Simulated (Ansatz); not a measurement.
`C1OCO1` at its PBE0-D4/def2-TZVP geometry, where that method's forces vanish. The species carries charge 0 and has multiplicity 1.

```csv
atom,x (Å),y (Å),z (Å)
C1,-0.1180,-0.9596,0.1186
O2,-0.5676,0.1737,0.8410
C3,0.1183,0.9596,-0.1184
O4,0.5700,-0.1738,-0.8394
H5,0.5507,-1.6042,0.7046
H6,-0.9395,-1.5440,-0.3166
H7,0.9385,1.5469,0.3154
H8,-0.5524,1.6015,-0.7052
```

For each bond, give half the difference of the two atoms' forces along it (eV/Å; positive pushes the atoms apart) under PBE-D4, r2SCAN-D4, B3LYP-D4, ωB97M-V in def2-TZVPP. (Best estimate.)

Computed: 
| bond | length (Å) | PBE-D4 | r2SCAN-D4 | B3LYP-D4 | ωB97M-V |
| --- | --- | --- | --- | --- | --- |
| C1–O2 | 1.417 | 0.47 | 0.32 | 0.37 | 0.26 |
| C1–O4 | 1.417 | 0.47 | 0.32 | 0.37 | 0.26 |
| C1–H5 | 1.098 | 0.04 | -0.10 | -0.22 | -0.20 |
| C1–H6 | 1.098 | 0.04 | -0.10 | -0.22 | -0.20 |
| O2–C3 | 1.417 | 0.47 | 0.32 | 0.37 | 0.26 |
| C3–O4 | 1.417 | 0.47 | 0.32 | 0.37 | 0.26 |
| C3–H7 | 1.098 | 0.04 | -0.10 | -0.22 | -0.20 |
| C3–H8 | 1.098 | 0.04 | -0.10 | -0.22 | -0.20 |

B3LYP here is the variant with VWN-RPA as its local correlation; programs differ in this.
